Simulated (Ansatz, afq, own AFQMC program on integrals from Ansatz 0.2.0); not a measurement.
Two steps: Ansatz 0.2.0 writes the Fock matrix and Cholesky factors of the valence space, and afq projects on them the lowest state that overlaps trial and start.

```yaml
crystal:
  periodic: [false, false, false]
  atoms:
    - {symbol: Hf, position_ang: [0.000000, 0.000000, 0.000000]}
basis:
  gaussian: {orbitals: def2-SVP}
total_charge: 1
magnetization: {spin_polarized: true, initial_magnetization: 3}
correlation: {method: ccsd_t, electrons: outside_noble_gas, hamiltonian_folder: ham}
```

```sh
$ ansatz run in.yaml --threads 1 --pin off --events-out ev --progress --plain --max-ram 24576MiB --backend cuda --devices 0, --max-vram 18GiB
```

Options of the walk:

```
--method phaseless --trial cisd --walkers 4000 --populations 20 --least-time 60 --time-step 0.005 --steps-per-block 50 --equilibration-blocks 40 --max-blocks 4000 --target-error 0.00011 --factor-cut 1e-05 --start spin_pure --seed 5520 --release-times 0.24,0.6,1.2,2,3,4.2 --release-step 0.04 --release-every 3 --taylor-order 6
```

Times are imaginary, in 1/Eh. The walk had a cap of 171 s. With eight or more populations the least sampling time is a fifth of least-time, and the error comes from their spread. Core potentials past Kr, no spin–orbit coupling.

Output of the walk:

```
orbitals 28  electrons 3 0  factors 199 of 199
reference energy -47.15704375 Eh
CCSD correlation -0.01065493 Eh in 8 cycles, weight of the determinant in the CISD state 0.9918
energy of the start -47.167699 Eh
 block  time / (1/Eh)  mean weight  energy / Eh
     1     0.250  1.0000  -47.167701
     2     0.500  1.0000  -47.167705
     3     0.750  1.0000  -47.167709
     4     1.000  1.0000  -47.167714
     5     1.250  1.0000  -47.167718
    10     2.500  1.0000  -47.167731
    19     4.750  1.0001  -47.167736
    29     7.250  1.0000  -47.167740
    31     7.750  0.9998  -47.167698
    39     9.750  1.0001  -47.167735
    49    12.250  0.9999  -47.167736
    59    14.750  0.9999  -47.167734
    69    17.250  1.0000  -47.167712
    79    19.750  0.9999  -47.167742
    85    21.250  1.0000  -47.167754
    89    22.250  1.0001  -47.167743
error from the spread of 20 populations
released: time / (1/Eh)  energy / Eh  error  mean overlap
  0.24  -47.167731  0.000002  0.9989
  0.60  -47.167741  0.000006  0.9996
  1.20  -47.167736  0.000002  1.0015
  2.00  -47.167736  0.000015  1.0042
  3.00  -47.167742  0.000004  1.0063
  4.20  -47.168315  0.000578  1.0072
energy -47.167734 +/- 0.000003 Eh
(rows thinned)
```

The run passed its tests (sampling time, drift between the halves within three errors, error under three times the target), which doesn't prove that it has relaxed.

Against this walk (error 0.1 meV) on the same determinant: CCSD(T) 0.2 meV higher, full CI 0.1 meV lower (within the noise). The error is statistical and leaves out the bias of the constraint. Released to 3.00 1/Eh the energy moves by -0.22 ± 0.14 meV (both errors), within twice the noise.

Cautions: constraint bias not in the error; no spin-orbit coupling; outer-core shells of the metal frozen; another spin lies lower (by 285 meV).

The walk took 26 s on 1 × NVIDIA H100 80GB HBM3 with 2 threads of AMD EPYC 7R13 Processor (Zen 3), with other jobs on the host (the card was shared). The log's last line is the phaseless energy.

A walk keeps the symmetry of its determinant, which the program's search chose and which needn't be the lowest solution, so a lower state of the same spin and another symmetry isn't excluded.
